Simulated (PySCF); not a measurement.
Series nitrenes, diatomics and small unsaturated species, computed as singlets and as triplets. All species are isolated molecules in the gas phase. One relaxed conformer stands for each flexible species; it need not be the lowest. Strings in code marks are SMILES.

Level of theory: PBE-D3(BJ)/def2-TZVP // B3LYP-D3(BJ)/def2-TZVP run with PySCF. All candidates: neutral, multiplicity 3. 

```json
{
  "highest_occupied_spin_orbital": "-7.82 eV",
  "dipole_moment": "1.56 D"
}
```

Q: Which member has these values?
A) `[N]C#N` (lower triplet)
B) `B=B` (lower triplet)
C) `[NH]` (lower triplet)
D) `S=S` (lower triplet)

A: C, `[NH]` (lower triplet). The others give `[N]C#N` (lower triplet): -8.24 eV, 0.00 D; `S=S` (lower triplet): -5.78 eV, 0.00 D; `B=B` (lower triplet): -5.75 eV, 0.00 D
